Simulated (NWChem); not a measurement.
# MgHOF (SMILES [OH][Mg][F]): CAM-B3LYP/6-311+G(d,p) (density fitting with weigend coulomb fitting)

What is the vertical ionisation energy of MgHOF at CAM-B3LYP/6-311+G** (density fitting with weigend coulomb fitting)? 

Program for the calculation: NWChem 7.3.0.

### Step 1. The system as given

MgHOF: 4 atoms, total charge 0, spin state singlet. SMILES: `[OH][Mg][F]`. The coordinates come from a PBE0-D4/def2-TZVP relaxation.

Bond lengths: O1–Mg2 1.754 Å, Mg2–F3 1.751 Å, O1–H4 0.947 Å. Angles: O1–Mg2–F3 178.3°, Mg2–O1–H4 165.3°.

### Step 2. The energy at CAM-B3LYP/6-311+G(d,p) (density fitting with weigend coulomb fitting)

The input, test.nw:

```
start test
title "FHMgO CAM-B3LYP"
memory total 2200 mb

geometry units au noautosym nocenter noautoz
  O     -0.04119603     1.98345654    -0.41177132
  Mg    -0.05461309    -1.27972253     0.16478412
  F     -0.15250090    -4.54498030     0.68956106
  H      0.35318981     3.72729581    -0.48093530
end

basis "ao basis" spherical bse
  O library 6-311+G**
  Mg library 6-311+G**
  F library 6-311+G**
  H library 6-311+G**
end

basis "cd basis" spherical
  O library "weigend coulomb fitting"
  Mg library "weigend coulomb fitting"
  F library "weigend coulomb fitting"
  H library "weigend coulomb fitting"
end

dft
  xc xcamb88 1.00 lyp 0.81 vwn_5 0.19 hfexch 1.00
  cam 0.33 cam_alpha 0.19 cam_beta 0.46
  grid fine
  convergence energy 1e-08
  direct
  maxiter 100
  mulliken
  noprint "final vectors analysis"
end

task dft energy
```

Run with:

```sh
nwchem test.nw > test.out
```

Standard output:

```text
[...]
          Wavefunction type:  closed shell.
          No. of atoms     :     4
          No. of electrons :    30
[...]
          Charge           :     0
          Spin multiplicity:     1
[...]
          AO basis - number of functions:    80
[...]
              XC Information
              --------------
                     Hartree-Fock (Exact) Exchange  1.000
                   CAM-Becke88 Exchange Functional  1.000
                      VWN V Correlation Functional  0.190 local
              Lee-Yang-Parr Correlation Functional  0.810
[...]
 d= 0,ls=0.0,diis     1   -375.7251132238 -4.56D+02  1.61D-02  1.57D+00     1.2
[...]
 d= 0,ls=0.0,diis     9   -375.8743749590 -8.55D-09  9.93D-07  8.76D-09     8.8
         Total DFT energy =     -375.874374959015
      One electron energy =     -684.938129015072
           Coulomb energy =      264.710597402991
    Exchange-Corr. energy =      -36.048398070907
 Nuclear repulsion energy =       80.401554723972
[...]
      Total Density - Mulliken Population Analysis
     ---------------------------------------------
    Atom       Charge   Shell Charges
 -----------   ------   -------------------------------------------------------
    1 O    8     8.86   1.08  0.91  0.99  0.96  2.06  0.81  1.78  0.03  0.24  0.00
    2 Mg  12    11.03   0.78  1.20  1.03  0.95  0.50  0.05  2.36  3.54  0.35  0.02  0.05 -0.01 -0.00  0.22
    3 F    9     9.44   1.08  0.92  1.19  1.06  2.32  0.93  1.91 -0.11  0.15  0.00
    4 H    1     0.68   0.27  0.34 -0.01  0.07
[...]
```

Wall time 9.3 s (1 thread of AMD EPYC 9R45 (Zen 5), shared host); peak memory 0.11 GiB.

### Step 3. The doublet cation, same level

The input, a.nw:

```
echo
start a
title "FHMgO"
memory 2200 mb
charge 1
geometry units angstroms noautosym nocenter noautoz
O     -0.021800     1.049600    -0.217900
Mg    -0.028900    -0.677200     0.087200
F     -0.080700    -2.405100     0.364900
H      0.186900     1.972400    -0.254500
end
basis spherical bse
* library 6-311+G**
end
basis "cd basis" spherical
* library "weigend coulomb fitting"
end
dft
xc xcamb88 1.00 lyp 0.81 vwn_5 0.19 hfexch 1.00
cam 0.33 cam_alpha 0.19 cam_beta 0.46
mult 2
grid fine
convergence energy 1e-08
direct
iterations 100
mulliken
print low
end
task dft
```

Run with:

```sh
nwchem a.nw > a.out
```

Standard output:

```text
[...]
 d= 0,ls=0.0,diis     1   -375.1872666465 -4.56D+02  1.35D-02  8.73D-01     1.3
[...]
 d= 0,ls=0.5,diis    63   -375.4516687919 -6.20D-09  6.38D-08  1.78D-08    70.2
[...]
         Total DFT energy =     -375.451668795763
      One electron energy =     -676.208542648031
           Coulomb energy =      256.091034903708
    Exchange-Corr. energy =      -35.735721528850
 Nuclear repulsion energy =       80.401560477410
[...]
      Total Density - Mulliken Population Analysis
     ---------------------------------------------
    Atom       Charge   Shell Charges
 -----------   ------   -------------------------------------------------------
    1 O    8     8.19   1.08  0.91  0.97  1.02  1.98  0.83  1.44 -0.03 -0.01  0.00
    2 Mg  12    10.95   0.78  1.20  1.03  0.95  0.52  0.05  2.36  3.54  0.32  0.00  0.04 -0.01 -0.00  0.17
    3 F    9     9.31   1.08  0.92  1.18  1.07  2.31  0.92  1.87 -0.12  0.08  0.00
    4 H    1     0.55   0.26  0.29 -0.05  0.06
[...]
      <S2> =      0.7528 (Exact =     0.7500)
[...]
```

Wall time 72 s (1 thread of AMD EPYC 9R45 (Zen 5), shared host); peak memory 0.11 GiB.

### Step 4. Summary of results

At CAM-B3LYP/6-311+G** (density fitting with weigend coulomb fitting):

| quantity | value |
| --- | --- |
| singlet MgHOF: total energy | -375.87437 Eh |
| singlet MgHOF: dipole moment | 2.10 D |
| doublet cation: total energy | -375.45167 Eh |
| doublet cation: ⟨S²⟩ | 0.753 |
| vertical ionisation energy (to the doublet cation) | 11.502 eV |

**Reading.** Removing an electron at fixed nuclei costs 11.50 eV (265 kcal/mol). Mulliken charges (singlet MgHOF) run from -0.86 on O1 to +0.97 on Mg2; in a basis this large or diffuse they mean little. Mulliken charges (doublet cation) run from -0.31 on F3 to +1.05 on Mg2; in a basis this large or diffuse they mean little.
